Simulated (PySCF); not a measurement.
Compound: neopentyl alcohol, C₅H₁₂O.
Bonds: C1–C2, C2–C3, C2–C4, C2–C5, C5–O6. Hydrogens: H7, H8, H9 on C1; H10, H11, H12 on C3; H13, H14, H15 on C4; H16, H17 on C5; H18 on O6.

Computed geometry: GFN2-xTB, gas phase.

Q: What internal coordinates does the optimisation give?

A: 
```
                  bond  length (Å)   order
   C1–C2, C2–C3, C2–C4       1.530  single
                 C2–C5       1.543  single
                 C5–O6       1.406  single
C1–H7 and 8 like bonds       1.088  single
        C5–H16, C5–H17       1.097  single
                O6–H18       0.963  single
```

Bonds in one row agree within 0.01 Å and their mean is given. Orders are formal, as drawn. A selection of angles:
```
     angle  degrees
  C2–C1–H7    110.0
  C2–C1–H8    110.7
  H7–C1–H8    108.2
  H8–C1–H9    108.9
  C1–C2–C3    109.8
  C1–C2–C5    109.9
  C2–C5–O6    114.2
 C2–C5–H16    109.6
 O6–C5–H16    105.3
 O6–C5–H17    110.3
H16–C5–H17    108.2
 C5–O6–H18    108.3
```

Torsions: C1–C2–C5–O6 61° (synclinal); H18–O6–C5–C2 -61° (synclinal). The mirror-image conformer, all signs reversed, is as good.

Of the pairs four or more bonds apart, C1···H18 is among the closest relative to their van der Waals radii: 2.62 Å, 90 % of the sum of Bondi's values.

Not checked by GFN2-xTB frequencies. One conformer, not necessarily the lowest (C2–C5–O6–H -61°).
